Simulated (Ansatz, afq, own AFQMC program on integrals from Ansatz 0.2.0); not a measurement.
# GeH⁺, singlet → GeH⁺, triplet

```yaml
atoms:
  - { symbol: Ge, position_ang: [0.0000, 0.0000, 0.0000] }
  - { symbol: H, position_ang: [0.0000, 0.0000, 1.5886] }
```

E(triplet, charge +1) − E(singlet, charge +1) at this geometry, on RHF and UHF determinants.

Basis cc-pVTZ. Noble-gas cores (and the filled d shells of Ga–Kr and In–Xe) are frozen. Ansatz 0.2.0 and our own AFQMC program on the same integrals; the CISD trial comes from CCSD amplitudes, and released means the phaseless constraint is let go. Uncertainties: one standard error, sampling alone. No spin–orbit coupling. The errors of all members are added in quadrature.

Full CI on the same integrals is exact in this basis and with this determinant's frozen core.

Errors are counted within cc-pVTZ, not against nature.

Cautions: inner d shell frozen; no relativity below Rb; no spin-orbit coupling; GeH⁺ (singlet): the released energies are still falling, so no released level is given (meV from the phaseless value at times in 1/Eh: -4 ± 3 at 0.24, -3.3 ± 2.4 at 0.51, -9 ± 3 at 0.99, -12 ± 3 at 1.62, -14 ± 3 at 2.40); GeH⁺ (triplet): another spin lies lower.

| level | vertical spin gap (eV) |
| --- | --- |
| CCSD | 2.320 |
| MP2 | 2.203 |

(1) From these cheaper values, estimate the vertical spin gap at the reference level in cc-pVTZ.

(1) 2.313 eV (full CI in cc-pVTZ).

```json
{"level": "HF", "vertical spin gap (eV)": "1.694", "error against FCI (eV)": "-0.619"}
{"level": "CCSD(T)", "vertical spin gap (eV)": "2.316", "error against FCI (eV)": "0.003"}
{"level": "CCSDT", "vertical spin gap (eV)": "2.312", "error against FCI (eV)": "-0.001"}
{"level": "CCSDT(Q)", "vertical spin gap (eV)": "2.313", "error against FCI (eV)": "0.000"}
{"level": "ph-AFQMC/CISD", "vertical spin gap (eV)": "2.310 ± 0.004", "error against FCI (eV)": "-0.003 ± 0.004"}
```

Correlation beyond CCSD(T) takes off 0.003 eV. The perturbative (T) step is worth −0.004 eV.

CCSDT and higher add their correlation energy to the determinant of the CCSD(T) run, since their own runs factorise the integrals more tightly (a shift of under 2 meV). A walk keeps the symmetry of its determinant, which the program's search chose and which needn't be the lowest solution, so a lower state of the same spin and another symmetry isn't excluded.
